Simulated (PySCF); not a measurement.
SCF from a fresh guess for singlet SiF2, at the r2SCAN minimum. PySCF input:

```python
from pyscf import gto, scf, dft
mol = gto.M(atom='''
Si    -0.590250     0.000000    -0.000000
F      0.434600    -1.233320     0.000000
F      0.434600     1.233320    -0.000000''',
    basis={'Si': 'def2-TZVP', 'F': 'def2-TZVP'},
    charge=0, spin=0)
mf = dft.RKS(mol, xc='PBE')
mf.grids.atom_grid = (50, 194)
aux = {'Si': 'def2-universal-JKFIT', 'F': 'def2-universal-JKFIT'}
mf = mf.density_fit(auxbasis=aux)
mf.conv_tol = 1e-08
mf.diis_space = 10
mf.max_cycle = 60
mf.init_guess = 'minao'
mf.verbose = 4
mf.kernel()
```

Excerpt of the output (cycles and frontier levels):

```
init E= -489.17217226968
  HOMO = -0.265094195149125  LUMO = -0.102593394578079  gap/eV = 4.42187
cycle= 1 E= -488.935259412905  delta_E= 0.237  |g|= 0.814  |ddm|=  1.5
  HOMO = -0.215065992544121  LUMO = -0.0970428621468784  gap/eV = 3.21157
cycle= 2 E= -488.313092838333  delta_E= 0.622  |g|= 2.12  |ddm|= 1.21
  HOMO = -0.25521708472121  LUMO = -0.105882673838977  gap/eV = 4.06360
cycle= 3 E= -489.03934531732  delta_E= -0.726  |g|= 0.0472  |ddm|=  0.9
  HOMO = -0.262670699846559  LUMO = -0.110020943657936  gap/eV = 4.15381
cycle= 4 E= -489.039852858946  delta_E= -0.000508  |g|= 0.0264  |ddm|= 0.0975
  HOMO = -0.260379083970854  LUMO = -0.108935303800429  gap/eV = 4.12100
cycle= 5 E= -489.040006629124  delta_E= -0.000154  |g|= 0.00423  |ddm|= 0.0264
  HOMO = -0.260387431616252  LUMO = -0.10882007163044  gap/eV = 4.12436
cycle= 6 E= -489.040009627355  delta_E= -3e-06  |g|= 0.000747  |ddm|= 0.00229
  HOMO = -0.260438235816437  LUMO = -0.108860017890869  gap/eV = 4.12465
cycle= 7 E= -489.040009717594  delta_E= -9.02e-08  |g|= 6.14e-05  |ddm|= 0.000457
  HOMO = -0.260427239505866  LUMO = -0.108851077493888  gap/eV = 4.12460
cycle= 8 E= -489.04000971815  delta_E= -5.56e-10  |g|= 1.07e-05  |ddm|= 8.36e-05
  HOMO = -0.260429691661287  LUMO = -0.108852928791165  gap/eV = 4.12461
Extra cycle  E= -489.040009718156  delta_E= -5.91e-12  |g|= 9.38e-06  |ddm|= 1.99e-05
converged SCF energy = -489.040009718156
```

No lower solution of this spin was found by a stability analysis within the restricted form, which does not test spin polarisation.

The search for the lowest solution, with the stability check, took 7.1 s on 2 threads of a shared Arm Neoverse N1 host, with 99 basis functions; the process peaked at 0.28 GiB. Launch command: `OMP_NUM_THREADS=2 python axn.py task.json out`.
